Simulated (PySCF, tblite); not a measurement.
A complex of K+ and 3 × hydrogen chloride

A gas-phase complex of K+ and 3 × hydrogen chloride; charge +1, singlet. The structure comes from a short search (6 tight-binding starts) and was optimised by PBE0-D3(BJ)/def2-SVPD; another way of binding may lie lower.

This structure isn't a minimum: the optimisation stopped short of the minimum along a soft mode, which is imaginary here (37i cm⁻¹ by PBE0-D3(BJ)/def2-SVPD), and forces of up to 0.021 eV/Å are left. All values below rest on it.

Parts: 1 = K+ ([K+]), atoms 1, charge +1; 2 = hydrogen chloride (Cl), atoms 2–3; 3 = hydrogen chloride (Cl), atoms 4–5; 4 = hydrogen chloride (Cl), atoms 6–7.

Coordinates in Å:
```
K1      1.975    0.859    1.044
Cl2     3.086   -0.174   -1.721
H3      3.267   -1.454   -1.689
Cl4     0.859    3.641    2.055
H5     -0.360    3.829    1.664
Cl6     1.527   -1.590    3.077
H7      0.262   -1.788    3.253
```

Contacts between parts, classed by geometry: K1···Cl2 3.154 Å (ion contact); K1···Cl4 3.163 Å (ion contact); K1···Cl6 3.214 Å (ion contact).

Interaction energies are complex less parts, with the parts frozen as they stand in it; counterpoise-corrected, in kcal/mol (PySCF).

Task: How strongly do the parts interact, level by level?

Result: 
| level | interaction | superposition error removed |
| --- | --- | --- |
| wB97M-D3(BJ)/def2-TZVPD | -19.52 | -0.24 |
| PBE0-D3(BJ)/def2-TZVPD | -21.05 | -0.24 |

Task: What holds them together? Decompose the wB97M-D3(BJ)/def2-TZVPD energy: frozen parts, their antisymmetrised product, then relaxation.

Result: electrostatic -16.3, Pauli repulsion +10.0, orbital relaxation -11.9, dispersion correction -1.6 kcal/mol, which sum to the value before the counterpoise correction; the Pauli term holds the exchange-correlation of the frozen density too. Of the attraction, 55 % is electrostatic, 40 % is orbital relaxation, 5 % is dispersion correction.

The parts were also relaxed and run alone, at the levels used for the complex: shieldings by PBE0/pcSseg-2; core levels by delta-SCF with SCAN, pcX-2 on the ionised atom and pcseg-1 elsewhere, spin-free X2C (2p3/2 is the spin-free 2p value less a third of a first-order spin-orbit splitting).

Task: How do these values change when the complex forms?

Result: 
| property | alone | in the complex | change |
| --- | --- | --- | --- |
| shielding of K1 (ppm) | 1325.5 | 1254.5 | -70.9 |
| shielding of Cl2 (ppm) | 938.5 | 932.6 | -5.9 |
| shielding of Cl4 (ppm) | 938.5 | 932.4 | -6.1 |
| Cl2 2p3/2 core level (eV) | 207.38 | 211.50 | +4.12 |
| Cl4 2p3/2 core level (eV) | 207.38 | 211.53 | +4.15 |
| Cl6 2p3/2 core level (eV) | 207.38 | 211.53 | +4.14 |

The 5 runs behind this took 5.9 min in all, one thread each of Arm Neoverse V2 on a shared host, launched as `OMP_NUM_THREADS=1 python cluster_run.py task.json out`.
